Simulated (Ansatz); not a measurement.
A nudged elastic band was laid between two geometries of CH$_{3}$SSi (6 atoms, charge 0, multiplicity 2).

Method: Ansatz 0.2.0, UKS PBE-D4/def2-SVP.

- movable images: 9
- climbing image: yes
- spring: 5.0 eV/Å²
- optimiser: quadratic models (default)
- start path: through a guess of the saddle point
- force threshold: 0.05 eV/Å
- iteration limit: 60
- end points: relaxed

First end point:

```xyz
6
Properties=species:S:1:pos:R:3
C -1.028 -0.594 -0.826
Si -0.073 0.617 -0.149
S 1.498 0.371 1.295
H -1.548 -1.480 -1.192
H -0.216 2.071 -0.455
H 1.366 -0.985 1.327
```

Last end point:

```xyz
6
Properties=species:S:1:pos:R:3
C -0.534 -0.739 -0.388
Si 0.396 0.662 0.273
S 1.853 0.506 1.625
H -0.322 -1.769 -0.056
H -0.056 1.967 -0.317
H -1.337 -0.626 -1.137
```

**Question.** What changes between the two ends?

**Answer.** Bonds broken: S3–H6. Bonds formed: C1–H6.

**Question.** What energy profile does the band end with?

**Answer.** It converged. The highest image is number 2 of 0 to 10, 0.71 eV above the first end and 2.50 eV above the last; the last end lies 1.79 eV below the first. The profile has 2 maxima (images 2, 7) with wells between them (image 5): this band takes more than one step, which may be the mechanism or a detour left from its start path. Neighbouring images differ by up to 1.7 eV, so the band resolves the path poorly. A vibrational analysis at the climbing image gives one clearly imaginary mode, 1399i cm⁻¹: a first-order saddle point.

```tsv
image	path coordinate (Å)	energy (eV)	S3–H6 (Å)	C1–H6 (Å)
0	0.00	0.00	1.36	3.24
1	0.66	0.17	1.37	2.57
2	1.32	0.71	1.56	1.70
3	1.94	-0.95	2.29	1.16
4	2.57	-1.65	3.02	1.10
5	3.19	-1.74	3.67	1.10
6	3.81	-1.58	3.72	1.10
7	4.44	-1.45	3.93	1.10
8	5.06	-1.52	4.13	1.10
9	5.68	-1.70	4.29	1.10
10	6.31	-1.79	4.37	1.10
```

**Question.** What is the geometry of the highest image?

**Answer.** 
```xyz
6
Properties=species:S:1:pos:R:3:forces:R:3
C -0.714 -0.788 -0.326 -0.01 -0.01 0.01
Si 0.068 0.755 -0.175 0.00 0.01 -0.01
S 1.581 0.204 1.166 0.00 0.00 0.00
H -1.183 -1.466 -1.056 0.00 0.00 -0.01
H -0.281 2.194 -0.437 0.00 0.00 0.00
H 0.529 -0.898 0.828 0.01 0.00 0.01
```

The band took 23 iterations and of the order of 9 core-minutes.

The run took 4.8 min on 2 threads of Arm Neoverse V1, on a shared host, peak memory 0.16 GiB.
